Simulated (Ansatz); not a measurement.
**CHNa (singlet): wave-function methods side by side at angle Na2–C1–H3 = 73.1°, 6-31G**

One table from this session's results is given with a row withheld; the runs are named, their logs left out.

Program: Ansatz 0.2.0, Gaussian basis. Level of theory: 6-31G, core rule «outside noble gas», up to 6 orbitals frozen. These are calculated values, not measurements.

The runs, in order: UHF; CCSD(T) on RHF; CCSD(T) on UHF; BCCD(T) on RHF; CISD; CCSDT(Q) on RHF; CCSDT(Q) on UHF; CCSDTQ on RHF; CCSDTQ on UHF; CASSCF and MRCISD+Q, 2 electrons in 2 orbitals; CASSCF and NEVPT2, 2 electrons in 2 orbitals; Full CI.

30 further runs of the same task are left out: 16 for a known fault of the program, 10 that didn't finish, 4 set aside as unsound or not needed. Runs told in other sessions of the task aren't counted.

## The system

The geometry derives from a PBE0/def2-TZVP stationary point (not a proven minimum). One angle is set to the value named; bond lengths are kept.

3 atoms, charge 0, spin multiplicity 1.

Atoms are counted from 1 here; the program's logs count them from 0.

Bond lengths: C1–Na2 2.359 Å, C1–H3 1.119 Å, Na2–H3 2.298 Å. Angles: Na2–C1–H3 73.1°, C1–Na2–H3 27.8°, C1–H3–Na2 79.1°.

The first run:

in.yaml

```yaml
crystal:
  periodic: [false, false, false]
  atoms:
    - {symbol: C, position_ang: [0.000000, -0.628053, 1.379377]}
    - {symbol: Na, position_ang: [0.000000, 0.306909, -0.786622]}
    - {symbol: H, position_ang: [0.000000, 0.483753, 1.505021]}
basis:
  gaussian: {orbitals: 6-31G}
magnetization: {spin_polarized: true, initial_magnetization: 0}
hamiltonian: {xc: hf}
output: {orbitals: {seedname: orbitals}}
```

Run with:

```
$ ansatz run in.yaml --threads 1 --pin off --events-out ev --progress --plain --max-ram 2393MiB
```

Among the steps run: UHF; CCSD(T) on RHF; CCSD(T) on UHF; BCCD(T) on RHF; CISD; CCSDT(Q) on RHF; CCSDT(Q) on UHF; CCSDTQ on RHF; CCSDTQ on UHF; CASSCF and MRCISD+Q, 2 electrons in 2 orbitals; CASSCF and NEVPT2, 2 electrons in 2 orbitals; Full CI.

One of the session's tables, all rows but one given; the rest of the session is left out.

It belongs to the step «Misses and costs». 

```
       method  from FCI (kJ/mol)
          RHF             +277.7
         RMP2              +75.4
         CISD              +29.8
        RCCSD              +13.7
     RCCSD(T)               +2.7
      BCCD(T)               +4.0
       RCCSDT                  ?
    RCCSDT(Q)                0.0
      RCCSDTQ               +0.1
  CASSCF pair             +210.2
  NEVPT2 pair              +59.5
  MRCISD pair              +15.3
MRCISD+Q pair               +2.8
          FCI                  0
```

**Question.** Estimate the row for RCCSDT.

**Answer.** from FCI (kJ/mol): +1.6. In the column «from FCI (kJ/mol)» it lies between RCCSDTQ (+0.1) and RCCSD(T) (+2.7).

Left out of the table: UHF, UMP2, UCCSD, UCCSD(T), UCCSDT, UCCSDT(Q), UCCSDTQ (another determinant or state than the rows shown). UCCSDT(Q) lies 0.72 eV below the table's zero, so the state tabled may not be the lowest.
